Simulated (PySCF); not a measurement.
Molecule: SMILES C1=CC1=C, C4H4.

Molfile (atoms numbered from 1):
```
C4H4
     RDKit          3D

  8  8  0  0  0  0  0  0  0  0999 V2000
    1.4805    0.0471    0.1755 C   0  0  0  0  0  0  0  0  0  0  0  0
    0.1608   -0.0037    0.0081 C   0  0  0  0  0  0  0  0  0  0  0  0
   -1.1528    0.5845    0.0075 C   0  0  0  0  0  0  0  0  0  0  0  0
   -1.0602   -0.6940   -0.3144 C   0  0  0  0  0  0  0  0  0  0  0  0
    2.0975   -0.8398    0.0173 H   0  0  0  0  0  0  0  0  0  0  0  0
    1.9705    0.9755    0.4746 H   0  0  0  0  0  0  0  0  0  0  0  0
   -1.7896    1.4540    0.1591 H   0  0  0  0  0  0  0  0  0  0  0  0
   -1.5685   -1.6093   -0.6114 H   0  0  0  0  0  0  0  0  0  0  0  0
  1  2  2  0
  2  3  1  0
  3  4  2  0
  4  2  1  0
  1  5  1  0
  1  6  1  0
  3  7  1  0
  4  8  1  0
M  END
```

Geometry PBE0-D3(BJ)/def2-SVP throughout; GIAO in PySCF 2.14, gas phase, one conformer, non-relativistic; equivalent atoms averaged; functional PBE0.

For orientation, cc-pVTZ gives these shifts δ (against TMS at the same level): C3/C4 140.0, C2 122.7, C1 62.5, H7/H8 8.18, H5/H6 3.75 ppm.

A run gave: C3/C4 133.4, C2 117.2, C1 58.9, H7/H8 8.26, H5/H6 3.82 ppm (shifts δ (against TMS at the same level)).

**Question.** Which basis set was used in that run?
A. aug-cc-pVDZ
B. pcSseg-1
C. IGLO-III
D. cc-pVDZ
E. pcSseg-0

**Answer.** A. C1 tells them apart best: aug-cc-pVDZ gives 58.9, cc-pVDZ gives 62.7, pcSseg-0 gives 74.8, IGLO-III gives 63.8, pcSseg-1 gives 65.1 ppm.
